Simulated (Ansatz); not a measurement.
Basis-set extrapolation for `[SiH2][SiH3]` radical (PBE0-D4/def2-TZVP geometry, frozen core, Ansatz 0.2.0). Multiplicity 2, UHF reference.

```csv
,def2-TZVPP,def2-QZVPP
HF,-580.748591,-580.766525
MP2 correlation,-0.238798,-0.255907
CCSD(T) correlation,-0.294891,not run
```

Energies in hartree. Use E(X) = E(∞) + A·exp(−7.88·√X) for Hartree–Fock and E(X) = E(∞) + B·X^(−2.97) for correlation, with X = 3 and 4, and add CCSD(T) minus MP2 of the smaller set to the MP2 limit.

**Question.** What is the CCSD(T) energy at the basis-set limit?

**Answer.** HF limit: -580.766525 + (-0.017934) × 0.13774 = -580.76900. MP2 limit: -0.255907 + (-0.017109) × 0.74074 = -0.26858. Higher-order term: -0.294891 − (-0.238798) = -0.05609. Total: -581.09367 hartree, 131.8 kJ/mol below CCSD(T)/def2-TZVPP.
